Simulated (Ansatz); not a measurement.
**AlCO (sextet): from Hartree-Fock to the top rungs, def2-TZVPP**

One table from this session's results is given with a row withheld; the runs are named, their logs left out.

Computed with Ansatz 0.2.0, Gaussian basis. Level: def2-TZVPP, core rule «outside noble gas», up to 7 orbitals frozen.

To be run: UHF; ROHF; CCSD(T) on UHF.

### What is computed

The geometry is a PBE0/def2-TZVP stationary point (not a proven minimum) of the parent state, kept for this charge and spin.

3 atoms, charge 0, spin multiplicity 6.

Atoms are counted from 1 here; the program's logs count them from 0.

Bond lengths: Al1–C2 1.847 Å, C2–O3 1.158 Å. Angles: Al1–C2–O3 180.0°.

Coordinates:

```csv
atom,x (Å),y (Å),z (Å)
Al1,0.0000,0.0000,1.6172
C2,0.0000,0.0000,-0.2294
O3,0.0000,0.0000,-1.3878
```

The first run:

Input file in.yaml:

```yaml
crystal:
  periodic: [false, false, false]
  atoms:
    - {symbol: Al, position_ang: [0.000000, 0.000000, 1.617200]}
    - {symbol: C, position_ang: [0.000000, 0.000000, -0.229400]}
    - {symbol: O, position_ang: [0.000000, 0.000000, -1.387800]}
basis:
  gaussian: {orbitals: def2-TZVPP}
magnetization: {spin_polarized: true, initial_magnetization: 5}
hamiltonian: {xc: hf}
output: {orbitals: {seedname: orbitals}}
```

Started as:

```
> ansatz run in.yaml --threads 1 --pin off --events-out ev --progress --plain --max-ram 4096MiB --backend cpu
```

Steps of the session up to this table: UHF; ROHF; CCSD(T) on UHF.

One table of the session follows, with a row left open; its other results are not shown here.

```
  method  from UCCSD(T) (meV)
    ROHF              +9652.6
     UHF                    ?
    UMP2              +1113.1
   UCCSD               +319.5
UCCSD(T)                    0
```

**Question.** Estimate the row for UHF.

As computed: from UCCSD(T) (meV): +9337.6. In the column «from UCCSD(T) (meV)» it lies between UMP2 (+1113.1) and ROHF (+9652.6).
